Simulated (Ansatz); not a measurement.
**Li₂− (quartet): the correlation ladder, aug-cc-pVTZ**

The task here is to estimate one member of a computed series from the others.

The runs use Ansatz 0.2.0, Gaussian basis; aug-cc-pVTZ, core rule «outside noble gas», up to 2 orbitals frozen.

Plan: UHF; CCSD(T) on ROHF; CCSD(T) on UHF; BCCD(T) on ROHF; CCSDT on ROHF; CCSDT on UHF; Full CI.

21 further runs of the same task are left out: 5 for a known fault of the program, 5 that didn't finish, 11 set aside as unsound or not needed.

## The geometry

The geometry is a PBE0/def2-TZVPD stationary point (not a proven minimum) of the parent state, kept for this charge and spin.

2 atoms, charge -1, spin multiplicity 4.

Atoms are counted from 1 here; the program's logs count them from 0.

No contacts short enough for the rule that draws bonds.

The first run:

The input, in.yaml:

```yaml
crystal:
  periodic: [false, false, false]
  atoms:
    - {symbol: Li, position_ang: [0.000000, 0.000000, 0.000000]}
    - {symbol: Li, position_ang: [0.000000, 0.000000, 3.117600]}
basis:
  gaussian: {orbitals: aug-cc-pVTZ}
total_charge: -1
magnetization: {spin_polarized: true, initial_magnetization: 3}
hamiltonian: {xc: hf}
output: {orbitals: {seedname: orbitals}}
```

Command:

```
> ansatz run in.yaml --threads 1 --pin off --events-out ev --progress --plain --max-ram 2393MiB
```

Among the steps run: UHF; CCSD(T) on ROHF; CCSD(T) on UHF; BCCD(T) on ROHF; CCSDT on ROHF; CCSDT on UHF; Full CI.

One of the session's tables, all rows but one given; the rest of the session is left out.

It belongs to the step «Misses and costs». 

| method | from FCI (kcal/mol) |
| --- | --- |
| RMP2 | +4.66 |
| UMP2 | +4.65 |
| RCCSD | +0.46 |
| UCCSD | +0.45 |
| RCCSD(T) | +0.19 |
| UCCSD(T) | ? |
| BCCD(T) | +0.19 |
| RCCSDT | 0.00 |
| UCCSDT | -0.02 |
| FCI | 0 |

Q: Estimate the row for UCCSD(T) from the others.

**Answer.** from FCI (kcal/mol): +0.18. In the column «from FCI (kcal/mol)» it lies between FCI (0) and RCCSD(T) (+0.19).

Left out of the table: ROHF, UHF (another determinant or state than the rows shown).

To keep in mind: Levels on UHF freeze UHF's core orbitals, full CI those of ROHF, so the U rows can settle a little off it for that reason alone. Restricted and unrestricted rows rest on different reference determinants; where their highest levels disagree by more than a few hundredths of an eV, they describe different states and don't form one ladder.
